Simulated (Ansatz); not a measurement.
Process, species as SMILES: C=C=O → [CH-]=C=O + H+
B3LYP-D3(BJ)/def2-TZVP geometries, fixed; electronic energies without zero-point terms.

Basis-set convergence of the deprotonation energy at CCSD(T) with Ansatz (a quantum-chemistry and plane-wave program). Cartesian d functions, on some or all atoms, in 6-31G*, 6-31+G*; all else is spherical. Cores are frozen. No added dispersion term, no relativity. Functions are those of the species that has most. Reference: Hartree-Fock in aug-cc-pVQZ plus the correlation part extrapolated as X^-3 from aug-cc-pVTZ and aug-cc-pVQZ, 372.32 kcal/mol, itself unsure by roughly 0.20 kcal/mol (a third of the extrapolation step and of the last Hartree-Fock step). Deviations are taken from unrounded values.

```
basis        functions  deprotonation energy (kcal/mol)
-----------  ---------  -------------------------------
6-31G*              49                           388.47
6-31+G*             61                           371.23
cc-pVDZ             52                           388.97
aug-cc-pVDZ         87                           372.38
def2-SVP            52                           389.05
def2-SVPD           79                           375.53
pcseg-1             52                           381.60
aug-pcseg-1         87                           372.95
6-311G**            66                           386.54
6-311+G**           78                           376.38
def2-TZVP          105                           375.72
def2-TZVPD         132                           372.97
cc-pVTZ            118                           379.83
aug-cc-pVTZ        184                           372.82
pcseg-2            118                           376.72
aug-pcseg-2        184                           373.57
def2-TZVPP         121                           377.28
def2-TZVPPD        148                           374.52
cc-pVQZ            225                           375.80
aug-cc-pVQZ        332                           372.65
def2-QZVPP         231                           374.38
def2-QZVPPD        258                           373.65
```

What the diffuse functions change, pair by pair:
- 6-31G* to 6-31+G*: 12 more functions, deviation 16.15 to -1.09 kcal/mol
- cc-pVDZ to aug-cc-pVDZ: 35 more functions, deviation 16.65 to 0.06 kcal/mol
- def2-SVP to def2-SVPD: 27 more functions, deviation 16.73 to 3.21 kcal/mol
- pcseg-1 to aug-pcseg-1: 35 more functions, deviation 9.28 to 0.63 kcal/mol
- 6-311G** to 6-311+G**: 12 more functions, deviation 14.22 to 4.06 kcal/mol
- def2-TZVP to def2-TZVPD: 27 more functions, deviation 3.40 to 0.65 kcal/mol
- cc-pVTZ to aug-cc-pVTZ: 66 more functions, deviation 7.51 to 0.50 kcal/mol
- pcseg-2 to aug-pcseg-2: 66 more functions, deviation 4.40 to 1.25 kcal/mol
- def2-TZVPP to def2-TZVPPD: 27 more functions, deviation 4.96 to 2.20 kcal/mol
- cc-pVQZ to aug-cc-pVQZ: 107 more functions, deviation 3.48 to 0.33 kcal/mol
- def2-QZVPP to def2-QZVPPD: 27 more functions, deviation 2.06 to 1.33 kcal/mol

Leaving out the reference's own pair, they bring the value nearer the reference by more than 0.20 kcal/mol in 10 of 10 pairs.
